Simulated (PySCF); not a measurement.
A simulated first-order isotropic EPR spectrum at 9.303 GHz has these lines.

```json
{"field (mT)": "326.69", "relative intensity": "1"}
{"field (mT)": "327.07", "relative intensity": "1"}
{"field (mT)": "329.20", "relative intensity": "4"}
{"field (mT)": "329.57", "relative intensity": "4"}
{"field (mT)": "331.70", "relative intensity": "6"}
{"field (mT)": "332.08", "relative intensity": "6"}
{"field (mT)": "334.21", "relative intensity": "4"}
{"field (mT)": "334.58", "relative intensity": "4"}
{"field (mT)": "336.71", "relative intensity": "1"}
{"field (mT)": "337.09", "relative intensity": "1"}
```

Task: What is g?

Result: The pattern is symmetric about 331.89 mT, so g = hν/(μB·B0) = 9303/(13.99624 × 331.89) = 2.0027, a shift of +0.4 × 10⁻³ from the free-electron value.

Task: Take the pattern apart into splittings.

Result: The first two lines at either end are about 0.38 mT apart, which is the smallest coupling, and their intensity ratio 1:1 counts the nuclei that share it. In full: a 1:4:6:4:1 quintet of 2.50 mT (70 MHz), from 4 nuclei of spin 1/2; a 1:1 doublet of 0.38 mT (11 MHz), from 1 nucleus of spin 1/2. Check: Σ 2nI·a is the distance from the first to the last line, 10.40 mT.

Task: The radical has the formula C3H5. Propose a structure, and say which nuclei carry the couplings.

Result: The pattern alone needn't single out one isomer; the structure behind this simulation is `[CH]1CC1` [radical], numbered [CH:1]1[CH2:2][CH2:3]1 (hydrogens: H4 on C1; H5, H6 on C2; H7, H8 on C3). 2.50 mT: 1H at H5/H6/H7/H8 (β, 2 bonds from C1; computed sign +); 0.38 mT: 1H at H4 (α, 1 bond from C1; computed sign −). The largest Mulliken spin population is on C1 (+0.98). The angles at C1 add up to 325.9°, so it is pyramidal.

Computed, not measured: UKS B3LYP, pcH-1 on C H, non-relativistic, mean-field spin-orbit, GIAO (PySCF). Geometry: GFN2-xTB; no solvent, vibrations or thermal averaging. A GFN2-xTB geometry isn't a minimum of the functional, and hyperfine couplings can be far from their values at a DFT geometry.

Class means assume fast exchange of nuclei equivalent by connectivity; if that motion is slow, each nucleus keeps its own coupling. The 1H value of +70.2 MHz is a mean of couplings from 54.7 to 85.7 MHz in this one geometry, not an average over conformers.

First-order positions only. To second order lines move to lower field by a²/(2B0)·[J(J+1) − M²], with J the total spin of the equivalent nuclei and M its projection: up to 0.06 mT for the 2.50 mT coupling at this field, and inner lines split by J.

Rare isotopes and splittings under 0.04 mT were left out of the simulation.
